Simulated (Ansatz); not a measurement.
A run for Ansatz (a quantum-chemistry and plane-wave program): R-CCSD(T)/cc-pVDZ on HCl (SMILES Cl).

Ansatz 0.2 input:
```yaml
crystal:
  periodic: [false, false, false]
  atoms:
    - {symbol: Cl, position_ang: [0.00000000, 0.00000000, 0.00000000]}
    - {symbol: H, position_ang: [1.27444789, 0.00000000, 0.00000000]}
basis:
  gaussian:
    orbitals: cc-pVDZ
magnetization: {spin_polarized: false}
correlation: {method: ccsd_t, electrons: outside_noble_gas}
scf: {lower_state_search: off}
```

**Question.** What total energy does the run end on?

**Answer.** -460.2545 hartree (reference determinant -460.0894, T1 diagnostic 0.005).
